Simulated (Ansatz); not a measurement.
Start from HfC in the rock salt structure (space group Fm-3m, No. 225).

```xyz
2
Lattice="0.0000 2.3036 2.3036 2.3036 0.0000 2.3036 2.3036 2.3036 0.0000" Properties=species:S:1:pos:R:3 pbc="T T T"
C      0.0000     0.0000     0.0000
Hf     2.3036     2.3036     2.3036
```

Computed with DFT with PBEsol, PAW potentials and a 420 eV plane-wave cutoff in Ansatz (a first-principles code), no SOC.

```
level   lattice parameter a
------  -------------------
PBEsol              4.607 Å
```

Measured: lattice parameter a 4.638 Å (temperature not stated; as listed in Guo-Xu Zhang et al., New Journal of Physics (2018)).

Computed minus measured — lattice parameter a: PBEsol -0.7 %. Measured values not marked as corrected hold thermal and zero-point effects that the static-lattice runs lack.

No phonon test of stability was made. The final runs are not spin-polarised.
